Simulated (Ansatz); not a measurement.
Basis sets compared for BH2(CH2SiH3) (CH₇BSi). Total charge 0; singlet. Geometry PBE0-D4/def2-TZVP. Ansatz on 4 threads of AMD EPYC 9B14 on a shared host; times are rough, and most runs start from earlier orbitals.

Cartesian coordinates in Å:
```
B -0.942 1.107 0.485
H -1.612 1.610 -0.372
H -0.494 1.806 1.350
C -0.592 -0.384 0.429
Si 1.001 -0.534 -0.589
H -0.339 -0.835 1.393
H -1.314 -1.007 -0.109
H 0.801 -0.014 -1.967
H 2.111 0.219 0.050
H 1.381 -1.968 -0.670
```

B3LYP takes the VWN-RPA correlation.

Binding counts from free atoms (B doublet, H doublet, C triplet, Si triplet) in the same basis, without a counterpoise term.

| level | functions | energy (Eh) | HOMO (eV) | LUMO (eV) | binding per atom (eV) | wall time |
| --- | --- | --- | --- | --- | --- | --- |
| PBE-D4/def2-SVP | 81 | -356.2271 | -7.57 | -2.25 | 3.48 | 0.35 s |
| PBE-D4/def2-TZVP | 141 | -356.4041 | -7.67 | -2.34 | 3.48 | 0.6 s |
| r2SCAN-D4/def2-TZVP | 141 | -356.5921 | -8.01 | -1.96 | 3.49 | 1 s |
| B3LYP-D4/6-31G | 45 | -356.6059 | -8.70 | -1.14 | 3.37 | 0.3 s |
| B3LYP-D4/def2-TZVP | 141 | -356.7132 | -8.82 | -1.58 | 3.49 | 0.75 s |
| PBE0-D4/def2-SVP | 81 | -356.2820 | -9.03 | -1.28 | 3.48 | 0.4 s |
| PBE0-D4/def2-TZVP | 141 | -356.4551 | -9.05 | -1.37 | 3.47 | 0.7 s |

(1) Estimate the rows for PBE-D4/def2-TZVPD, r2SCAN-D4/def2-TZVPD, PBE0-D4/def2-TZVPD.

Results:

(1) 
| level | functions | energy (Eh) | HOMO (eV) | LUMO (eV) | binding per atom (eV) | wall time |
| --- | --- | --- | --- | --- | --- | --- |
| PBE-D4/def2-TZVPD | 180 | -356.4045 | -7.67 | -2.36 | 3.48 | 0.85 s |
| r2SCAN-D4/def2-TZVPD | 180 | -356.5924 | -8.00 | -1.97 | 3.49 | 1.4 s |
| PBE0-D4/def2-TZVPD | 180 | -356.4554 | -9.05 | -1.39 | 3.47 | 0.95 s |
